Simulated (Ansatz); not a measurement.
**BH₂O (doublet): from Hartree-Fock to the top rungs at distance O2–H4 = 0.771 Å, cc-pVDZ**

One table from this session's results is given with a row withheld; the runs are named, their logs left out.

Program: Ansatz 0.2.0, Gaussian basis. Level of theory: cc-pVDZ, core rule «outside noble gas», up to 2 orbitals frozen. These are calculated values, not measurements.

The runs, in order: UHF; CCSD(T) on ROHF; CCSD(T) on UHF; BCCD(T) on ROHF; CISD; CCSDT(Q) on ROHF; CCSDT(Q) on UHF; CASSCF and MRCISD+Q, 3 electrons in 3 orbitals; CASSCF and NEVPT2, 3 electrons in 3 orbitals.

39 further runs of the same task are left out: 12 for a known fault of the program, 3 for a mislabelled method, 19 that didn't finish, 5 set aside as unsound or not needed.

**The geometry**

The geometry derives from a PBE0/def2-TZVP stationary point (not a proven minimum). One bond is set to the value named and the two fragments are kept rigid.

4 atoms, charge 0, spin multiplicity 2.

Atoms are counted from 1 here; the program's logs count them from 0.

Bond lengths: B1–O2 1.333 Å, B1–H3 1.201 Å, O2–H4 0.771 Å. Angles: O2–B1–H3 121.0°, B1–O2–H4 114.7°.

As a file:

```xyz
4
charge 0, multiplicity 2
B     0.0000   -0.2434    0.7371
O     0.0000    0.1558   -0.5348
H     0.0000    0.5540    1.6347
H     0.0000   -0.4162   -1.0518
```

Set-up of the first run:

in.yaml reads:

```yaml
crystal:
  periodic: [false, false, false]
  atoms:
    - {symbol: B, position_ang: [0.000000, -0.243384, 0.737096]}
    - {symbol: O, position_ang: [0.000000, 0.155776, -0.534792]}
    - {symbol: H, position_ang: [0.000000, 0.554017, 1.634743]}
    - {symbol: H, position_ang: [0.000000, -0.416218, -1.051768]}
basis:
  gaussian: {orbitals: cc-pVDZ}
magnetization: {spin_polarized: true, initial_magnetization: 1}
hamiltonian: {xc: hf}
output: {orbitals: {seedname: orbitals}}
```

The run is started by

```console
ansatz run in.yaml --threads 1 --pin off --events-out ev --progress --plain --max-ram 2393MiB
```

Among the steps run: UHF; CCSD(T) on ROHF; CCSD(T) on UHF; BCCD(T) on ROHF; CISD; CCSDT(Q) on ROHF; CCSDT(Q) on UHF; CASSCF and MRCISD+Q, 3 electrons in 3 orbitals; CASSCF and NEVPT2, 3 electrons in 3 orbitals.

One table of the session follows, with a row left open; its other results are not shown here.

It belongs to the step «Misses and costs». 

```
       method  from UCCSDT(Q) (meV)
         ROHF                     ?
          UHF               +7370.1
         RMP2                +675.6
         UMP2                +669.8
         CISD                +603.5
        RCCSD                +187.0
        UCCSD                +186.7
     RCCSD(T)                 +28.3
     UCCSD(T)                 +28.2
      BCCD(T)                 +27.2
       RCCSDT                 +13.6
       UCCSDT                 +13.5
    RCCSDT(Q)                  +2.1
    UCCSDT(Q)                     0
  CASSCF pair               +6980.6
  NEVPT2 pair                +742.5
  MRCISD pair                +543.6
MRCISD+Q pair                 +79.2
```

Q: Estimate the row for ROHF from the others.

**Answer.** from UCCSDT(Q) (meV): +7403.3. In the column «from UCCSDT(Q) (meV)» it is the highest.

Limits of these values: Restricted and unrestricted rows rest on different reference determinants; where their highest levels disagree by more than a few hundredths of an eV, they describe different states and don't form one ladder.
